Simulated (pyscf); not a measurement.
Single points on ωB97X-D3(BJ)/def2-SVP structures (PySCF, gas phase).

### Question
For the elementary gas-phase step `[CH2]=[CH2]` + `[H]` [doublet] → `[CH]=[CH2]` [doublet] + `[H][H]` (doublet surface; C–H broken, H–H formed), what barrier and reaction energy does ωB97M-D3(BJ)/def2-TZVP give, measured from the separated reactants?

### Answer
ΔE‡ = 0.70 eV, ΔE = +0.42 eV. Zero-point energy shifts the barrier by -0.07 eV. It is a hydrogen abstraction, with an imaginary mode of 897i cm⁻¹. One saddle was located; it need not be the lowest between these sides. The angle at the transferred H is 175°.
